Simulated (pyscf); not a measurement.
## Substitution at C: H₃C–NH–CH₃ (SMILES CNC) + CH₃• (SMILES [CH3]) -> H₃C–CH₃ (SMILES CC) + H₃C–NH• (SMILES C[NH])

Gas phase, doublet surface, charge 0. Bonds broken: C1–N2. Bonds formed: C1–C11. PySCF, gas phase, ωB97X-D3(BJ)/def2-SVP geometries.

Transition state (Å):

```xyz
14

C     -0.6388     0.7504     0.5898
N     -0.8933    -1.0429     0.2530
C     -0.5395    -1.2894    -1.1315
H     -1.4124     1.0224    -0.1300
H     -0.9127     0.6243     1.6381
H      0.4081     0.7038     0.2786
H     -0.1530    -1.4510     0.8342
H     -1.2682    -0.7975    -1.7989
H      0.4735    -0.9494    -1.4374
H     -0.5945    -2.3741    -1.3376
C     -0.3143     2.6626     0.9247
H     -1.2709     3.0607     1.2861
H      0.4790     2.7116     1.6818
H     -0.0105     3.0955    -0.0371
```

One imaginary mode, 1329i cm⁻¹; descent along it reached the two sides named.

```tsv
bond	change	reactant side (Å)	saddle	product side
C1–N2	breaks	1.448	1.842	3.4
C1–C11	forms	3.6	1.968	1.527
```

Electronic energies relative to the separated reactants (eV):

```csv
level,barrier,reaction energy,reverse barrier
ωB97X-D3(BJ)/def2-TZVP,1.98,-0.48,2.47
PBE/def2-TZVP,1.52,-0.48,2.00
r²SCAN/def2-TZVP,1.70,-0.44,2.14
B3LYP-D3(BJ)/def2-TZVP,1.78,-0.46,2.24
PBE0-D3(BJ)/def2-TZVP,1.81,-0.45,2.27
M06-2X/def2-TZVP,1.95,-0.38,2.32
ωB97M-D3(BJ)/def2-TZVP,1.96,-0.45,2.41
HF/def2-TZVP,2.78,-0.56,3.34
```

With ωB97M-D3(BJ)/def2-TZVP energies and thermal terms (ideal gas, 1 atm, RRHO with modes under 100 cm⁻¹ raised to 100, one conformer, R ln 2 for rigid chiral ones), in eV:

```csv
T (K),ΔH‡,ΔG‡,ΔH,ΔG
298,1.99,2.40,-0.42,-0.44
600,2.01,2.82,-0.44,-0.45
900,2.03,3.22,-0.45,-0.45
1200,2.06,3.61,-0.45,-0.45
```

From the product side, H₂C=NH + H• + H₃C–CH₃ lies, by one bond made or cut, 0.85 eV under this saddle at ωB97M-D3(BJ). H₃C–NH–CH₃ lies 0.34 eV over its isomer H₃C–CH₂–NH₂, and others may lie lower still (electronic energy, ωB97M-D3(BJ)). H₃C–NH• lies 0.32 eV over its isomer •H₂C–NH₂, and others may lie lower still (electronic energy, ωB97M-D3(BJ)). This is the saddle that the search found; another between the same sides may lie lower. The angle at the attacked C is 178°.
